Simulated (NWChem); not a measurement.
# CH5N anion, doublet; SMILES of the neutral closed-shell parent CN

```xyz
7

C      0.0000     0.6932    -0.0231
N      0.0003    -0.7718    -0.1219
H     -0.8886     1.1038    -0.5327
H      0.8907     1.1038    -0.5288
H     -0.0023     1.0761     1.0212
H     -0.8187    -1.1199     0.3950
H      0.8178    -1.1197     0.3974
```
Atoms are numbered in this order, from 1.

Program: NWChem. Spin-unrestricted. Geometry: optimised at B3LYP/def2-SVPD, spin-unrestricted. The spin multiplicity was typed, not searched, and may not be the lowest. No stability test was run on the SCF state. The gas-phase anion has a positive highest level at the geometry level, so the gas reference is doubtful. Level: PBE0/def2-SVPD with SMD (1 M gas to 1 M solution), gas-phase geometry. Reactions with the solvent are ignored.

```
solvent             dielectric constant  solvation free energy (kcal/mol)  cavity-dispersion-structure term (kcal/mol)
------------------  -------------------  --------------------------------  -------------------------------------------
water                              78.4                                 ?                                          0.9
dimethyl sulfoxide                 46.8                             -56.7                                          1.8
acetone                            20.5                             -56.0                                          0.7
dichloromethane                    8.93                             -52.4                                          0.4
```

Question: What belongs in the gaps?

Answer: 
- water, solvation free energy (kcal/mol): -58.1
